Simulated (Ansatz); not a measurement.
**AlH3SSi (SMILES [AlH]1[SiH2][S]1): functionals against CCSD(T) at one geometry**

How do the functionals fare away from a minimum? The structure is a structure displaced at random from a GFN2-xTB minimum.

The runs use Ansatz 0.2.0, Gaussian basis; single points in def2-TZVPP.

Correlated methods freeze the cores.

**1. Starting geometry**

SMILES `[AlH]1[SiH2][S]1`, 6 atoms, charge 0, spin multiplicity 1.

Atoms are counted from 1 here; the program's logs count them from 0.

Bond lengths: Al1–Si2 2.543 Å, Al1–S3 1.963 Å, Al1–H4 1.811 Å, Si2–S3 2.397 Å, Si2–H5 1.688 Å, Si2–H6 1.466 Å. Angles: Si2–Al1–S3 62.8°, Si2–Al1–H4 130.2°, S3–Al1–H4 166.9°, Al1–Si2–S3 46.7°, Al1–Si2–H5 120.5°, Al1–Si2–H6 132.9°, S3–Si2–H5 97.5°, S3–Si2–H6 110.6°, H5–Si2–H6 100.7°, Al1–S3–Si2 70.5°.

As a file:

```
Al   -1.3670   -0.3109   -0.6463
Si    0.9102   -0.0182    0.4463
S    -0.8985    1.4867   -0.0133
H    -2.1226   -1.7750   -1.3987
H     2.1278    0.8539   -0.3331
H     1.3398    0.1015    1.8429
```

**2. CCSD(T)/def2-TZVPP**

The input, run/in.yaml:

```yaml
crystal:
  periodic: [false, false, false]
  atoms:
    - {symbol: Al, position_ang: [-1.367000, -0.310900, -0.646300]}
    - {symbol: Si, position_ang: [0.910200, -0.018200, 0.446300]}
    - {symbol: S, position_ang: [-0.898500, 1.486700, -0.013300]}
    - {symbol: H, position_ang: [-2.122600, -1.775000, -1.398700]}
    - {symbol: H, position_ang: [2.127800, 0.853900, -0.333100]}
    - {symbol: H, position_ang: [1.339800, 0.101500, 1.842900]}
basis:
  gaussian: {orbitals: def2-TZVPP}
correlation: {method: ccsd_t}
output: {forces: true}
```

No record of the launch command was kept for these runs.

**3. PBE0-D4/def2-TZVPP**

run/in.yaml, as its differences from that of step 2:

```diff
@@ -11,3 +11,3 @@
   gaussian: {orbitals: def2-TZVPP}
-correlation: {method: ccsd_t}
-output: {forces: true}
+hamiltonian: {xc: pbe0, dispersion: d4}
+output: {forces: true, orbitals: {seedname: orbitals}}
```

**4. wB97M-V/def2-TZVPP**

run/in.yaml, as its differences from that of step 3:

```diff
@@ -11,3 +11,3 @@
   gaussian: {orbitals: def2-TZVPP}
-hamiltonian: {xc: pbe0, dispersion: d4}
-output: {forces: true, orbitals: {seedname: orbitals}}
+hamiltonian: {xc: {name: wB97M-V}}
+output: {forces: true}
```

**5. r2SCAN-D4/def2-TZVPP**

run/in.yaml, as its differences from that of step 4:

```diff
@@ -11,3 +11,3 @@
   gaussian: {orbitals: def2-TZVPP}
-hamiltonian: {xc: {name: wB97M-V}}
+hamiltonian: {xc: r2scan, dispersion: d4}
 output: {forces: true}
```

**6. PBE-D4/def2-TZVPP**

run/in.yaml, as its differences from that of step 5:

```diff
@@ -11,3 +11,3 @@
   gaussian: {orbitals: def2-TZVPP}
-hamiltonian: {xc: r2scan, dispersion: d4}
+hamiltonian: {xc: pbe, dispersion: d4}
 output: {forces: true}
```

**7. BHLYP-D4/def2-TZVPP**

run/in.yaml, as its differences from that of step 6:

```diff
@@ -11,3 +11,3 @@
   gaussian: {orbitals: def2-TZVPP}
-hamiltonian: {xc: pbe, dispersion: d4}
+hamiltonian: {xc: {name: BHLYP}, dispersion: d4}
 output: {forces: true}
```

**8. revPBE-D4/def2-TZVPP**

run/in.yaml, as its differences from that of step 7:

```diff
@@ -11,3 +11,3 @@
   gaussian: {orbitals: def2-TZVPP}
-hamiltonian: {xc: {name: BHLYP}, dispersion: d4}
+hamiltonian: {xc: {name: revPBE}, dispersion: d4}
 output: {forces: true}
```

(Steps that only read results are left out.)

Q: Predict the outcome of this session. Wanted: energy less free atoms, CCSD(T)/def2-TZVPP; RMS force component; RMS force error; HOMO and LUMO, PBE0-D4; T1 diagnostic.

As calculated:

```
                                  quantity                                                                                              value
energy less free atoms, CCSD(T)/def2-TZVPP                                                                                         -15.224 eV
                       RMS force component                                                               1.781 to 1.896 eV/Å over the methods
                           RMS force error  PBE0-D4 0.144, wB97M-V 0.150, r2SCAN-D4 0.109, PBE-D4 0.165, BHLYP-D4 0.181, revPBE-D4 0.199 eV/Å
                    HOMO and LUMO, PBE0-D4                                                                                 -6.43 and -1.80 eV
                             T1 diagnostic                                                                                              0.015
```

In words: Against CCSD(T) the functionals' energies less atoms differ by -0.795 to -0.038 eV, PBE-D4 by -0.692 eV. CCSD(T) in triple zeta still lacks some correlation energy of the bonds, so part of these gaps is its own basis error and they don't rank the functionals. The forces of r2SCAN-D4 come nearest to CCSD(T), those of revPBE-D4 are farthest. Frozen-core CCSD(T) forces in triple zeta carry basis errors of their own, and this is one geometry, so small gaps rank nothing.
